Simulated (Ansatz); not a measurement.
α-phase Ga: PBE at its full settings (plane-wave cutoff 520 eV, 14×14×12 k mesh (along the axes of the cell as run), Fermi–Dirac smearing 0.05 eV, scalar-relativistic PAW data made under PBE) and at cheaper ones, in a cell of 4 atoms with Γ-centred meshes.

```
level and setting                              equilibrium volume per atom (Å³/atom)  bulk modulus B0 (GPa)
---------------------------------------------  -------------------------------------  ---------------------
PBE (Ansatz)                                                                   20.29                   48.4
PBE (300 eV cutoff) (Ansatz)                                                   20.40                   48.4
PBE (2×2×2 k mesh) (Ansatz)                                                    22.46                   35.1
PBE (4×4×4 k mesh) (Ansatz)                                                    20.30                   43.2
PBE (6×6×6 k mesh) (Ansatz)                                                    20.28                    ___
PBE (Fermi-Dirac smearing of 0.3 eV) (Ansatz)                                  20.55                   44.9
```

Problem. Some entries are withheld; supply them.

Solution. 
- PBE (6×6×6 k mesh) (Ansatz, a quantum-chemistry and plane-wave program), bulk modulus B0 (GPa): 48.9

Largest shifts from the full settings: equilibrium volume per atom +10.7 % (PBE (2×2×2 k mesh)); bulk modulus -27 % (PBE (2×2×2 k mesh)).

Ansatz's density-functional and Hartree–Fock values are scalar-relativistic unless marked +SOC, with PAW data made under PBE.

Run with cheap settings on purpose, which may leave them unconverged: PBE (2×2×2 k mesh), PBE (300 eV cutoff), PBE (4×4×4 k mesh), PBE (6×6×6 k mesh), PBE (Fermi-Dirac smearing of 0.3 eV).
